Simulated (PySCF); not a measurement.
C₃H₆Cl₂.
Numbering: `[CH3:1][C:2]([CH3:3])([Cl:4])[Cl:5]` (hydrogens: H6, H7, H8 on C1; H9, H10, H11 on C3)

Level: wB97X-D/pcSseg-2 in PySCF, non-relativistic, on one gas-phase PBE0-D3(BJ)/def2-TZVP geometry that isn't relaxed in the solvent. The solvent is an IEF-PCM continuum (Bondi radii, 1.10 Å for H, scaled by 1.2). The model holds no explicit solvent molecules, cavitation or dispersion.

Gas phase at wB97X-D/pcSseg-2: HOMO -10.38 eV, LUMO 1.89 eV, dipole 2.41 D.

What does the continuum do to the energy, the frontier levels and the dipole at wB97X-D/pcSseg-2 in chloroform?

| solvent | ε | E(solvent) − E(gas) (kcal/mol) | polarisation term (kcal/mol) | distortion of the solute (kcal/mol) | HOMO (eV) | LUMO (eV) | dipole (D) |
| --- | --- | --- | --- | --- | --- | --- | --- |
| chloroform | 4.711 | -2.42 | -2.73 | 0.31 | -10.46 | 1.89 | 2.98 |

The first energy column is the sum of the next two and covers electrostatics alone.

Which radius a makes the point-dipole formula ΔE = −[(ε − 1)/(2ε + 1)]·μ²/a³ give the value in chloroform, with the gas-phase dipole?

μ = 0.948 au and |ΔE| = 0.00386 Eh give a = 2.31 Å; the farthest nucleus lies 2.17 Å from the centroid of the nuclei. The formula assumes a rigid point dipole at the centre of a sphere.

Hardware: an Arm Neoverse V1 with one thread, shared host with 32 logical CPUs at a one-minute load of 18. Cost: 41 s wall, 1.2 GiB resident at most. This is the whole shielding run at wB97X-D/pcSseg-2 in chloroform, SCF included.

The pairwise dispersion term of wB97X-D wasn't added to the energies; at a given geometry it leaves orbitals and properties as they are.
